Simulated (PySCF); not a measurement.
Molecule: `C(F)(F)=C(F)F`, C₂F₄.

Geometry (Å), atoms numbered from 1 in this order:
```xyz
6

F    -1.607   -0.597    0.466
C    -0.630   -0.025   -0.213
F    -1.049    0.491   -1.353
C     0.631    0.026    0.205
F     1.050   -0.491    1.346
F     1.609    0.598   -0.473
```

Frames of a GFN2-xTB Langevin trajectory at 300 K; GIAO PBE0/pcSseg-1 shieldings in PySCF, gas phase, non-relativistic; equivalent atoms averaged within each frame.

Shifts are taken against calculated references (same method and geometry level): ¹⁹F (σ = 170.95 ppm) against CFCl3; TMS for ¹³C (σ = 186.93 ppm). The references are static minima.

Task: How do the shifts (ppm) fluctuate along the trajectory?

Result: 
```csv
time (fs),F1/F3/F5/F6,C2/C4
optimised geometry,-138.6,156.6
250,-134.3,158.4
425,-143.7,152.9
625,-135.5,156.3
800,-144.4,151.3
1000,-129.2,161.7
mean of frames,-137.4,156.1
standard deviation,6.5,4.2
```

5 frames give an uncertainty of the mean of about the standard deviation over 2.2 at best, since frames this close in time may not be independent; classical motion lacks zero-point vibration, and the reference would need the same averaging.
